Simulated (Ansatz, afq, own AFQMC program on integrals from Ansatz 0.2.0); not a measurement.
BGeH₂, quartet in cc-pVDZ, levels against CCSDT(Q)

```json
{"atom": "Ge", "x (Å)": "0.0000", "y (Å)": "0.0000", "z (Å)": "0.2839"}
{"atom": "B", "x (Å)": "0.0000", "y (Å)": "0.0000", "z (Å)": "-2.1261"}
{"atom": "H", "x (Å)": "0.0000", "y (Å)": "1.2593", "z (Å)": "1.1730"}
{"atom": "H", "x (Å)": "0.0000", "y (Å)": "-1.2593", "z (Å)": "1.1730"}
```

Connectivity, by distances: GeH2–B.

Basis cc-pVDZ. Noble-gas cores (and the filled d shells of Ga–Kr and In–Xe) are frozen. Integrals, coupled cluster, full CI and functionals: Ansatz 0.2.0; the random walks run on the same integrals in our own AFQMC program. ph-AFQMC/CISD is guided by a CISD state made of CCSD amplitudes; releasing the constraint for a short imaginary time cuts its bias at the price of noise, slowly where states lie close. Uncertainties: one standard error, sampling alone. No spin–orbit coupling.

Determinant: UHF, the one that the program's search chose, which needn't be the lowest solution. The geometry is a point of a scan.

No full CI on the walks' own integrals is used here; CCSDT(Q) serves as the reference and is uncertain by about the last step of the cluster series.

Cautions: no relativity below Rb; no spin-orbit coupling; inner d shell frozen; lower spins were not checked; the ph-AFQMC/CISD walk drifts between its halves (2.1 errors).

```
T1 diagnostic                               : 0.0389
weight of the determinant in the CISD state : 0.860
⟨S²⟩ of the determinant                     : 3.793
size of the correlated space                : 9 electrons in 36 orbitals
```

Reference: CCSDT(Q), correlation energy -4.439 eV. The released energy is read at 2.40 1/Eh (meV from the phaseless value at times in 1/Eh: -6 ± 11 at 0.24, -13 ± 10 at 0.51, -6 ± 11 at 0.99, -16 ± 13 at 1.62, -6 ± 14 at 2.40).

```tsv
level	E − E(reference) (kcal/mol)	share of correlation (%)
HF	102.37	0.00
MP2	29.09	71.58
CCSD	4.68	95.43
CCSD(T)	1.32	98.71
CCSDT	0.21	99.79
ph-AFQMC/CISD	0.48 ± 0.22	99.53
released AFQMC	0.34 ± 0.33	99.67
```

A walk keeps the symmetry of its determinant, which the program's search chose and which needn't be the lowest solution, so a lower state of the same spin and another symmetry isn't excluded. Released energies are given only where the last usable release times agree within the noise; a slower fall can still hide under it.
